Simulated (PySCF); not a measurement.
# Bond length, frequency and bond energy of NaB by level of theory

State: ³Π (triplet), unpaired electrons σ ↑, π ↑. Set-up: basis Na def2-TZVPP, B def2-TZVPP; no relativity; PySCF 2.14. De refers to Na + B in their high-spin ground configurations, without counterpoise correction. The functionals are run spin-unrestricted. A positive dipole means Na(−)B(+).

| Level | Re (Å) | ωe (cm⁻¹) | De (eV) | μ (D) | CPU s a point (SCF and correlation, without the integrals) |
| --- | --- | --- | --- | --- | --- |
| UHF | 2.505 | 337 | 0.320 | -7.36 | 0.29 |
| UHF-MP2 | 2.461 | 352 | 0.73 | n/a | 0.46 |
| UHF-SCS-MP2 | 2.463 | 353 | 0.61 | n/a | n/a |
| UHF-CCSD | 2.479 | 332 | 0.68 | n/a | n/a |
| UHF-CCSD(T) | 2.479 | 332 | 0.73 | n/a | 10 |
| PBE | 2.504 | 315 | 1.06 | -5.25 | 0.66 |
| PW91 | 2.497 | 319 | 1.09 | -5.32 | 0.46 |
| BP86 | 2.517 | 309 | 1.00 | -5.31 | 0.43 |
| r²SCAN | 2.498 | 331 | 1.11 | -5.97 | 0.89 |
| M06-L | 2.476 | 353 | 1.18 | -7.88 | 1.1 |
| B3LYP | 2.497 | 316 | 0.84 | -5.48 | 0.88 |
| PBE0 | 2.486 | 330 | 0.95 | -5.98 | 1.3 |
| ωB97X | 2.455 | 364 | 0.95 | -7.59 | 0.98 |

(1) Which functional lies closest to UHF-CCSD(T) in De, which farthest, and by how much do they differ from it?

(2) What does the step from GGA to meta-GGA do here, going from PBE to r²SCAN?

(3) What does second-order correlation do here, going from UHF to UHF-MP2?

Correlated steps freeze 2 core orbitals. The state was picked by a PBE0 search and need not be the measured ground state.

The whole job (state search and all levels along the bond) took about 3.5 min on 1 thread of Intel Xeon Platinum 8559C (shared host), peak memory 1.3 GiB.

Results:

(1) Closest is B3LYP (+1.8 pm in Re, -4.8 % in ωe, +0.11 eV in De against UHF-CCSD(T) in the same basis), farthest M06-L (-0.3 pm in Re, +6.3 % in ωe, +0.45 eV in De). CCSD(T) converges more slowly with the basis than the functionals do and binds too weakly in this one, so the order can change at the basis-set limit.

(2) r²SCAN less PBE: -0.6 pm in Re, +5.1 % in ωe, +0.05 eV in De. 

(3) UHF-MP2 less UHF: -4.4 pm in Re, +4.5 % in ωe, +0.41 eV in De. Correlation nearly always deepens the well. The bond shortens, as in weak, metallic or heavy-atom bonds, where dispersion and the correlation of outer-core electrons pull the atoms together.
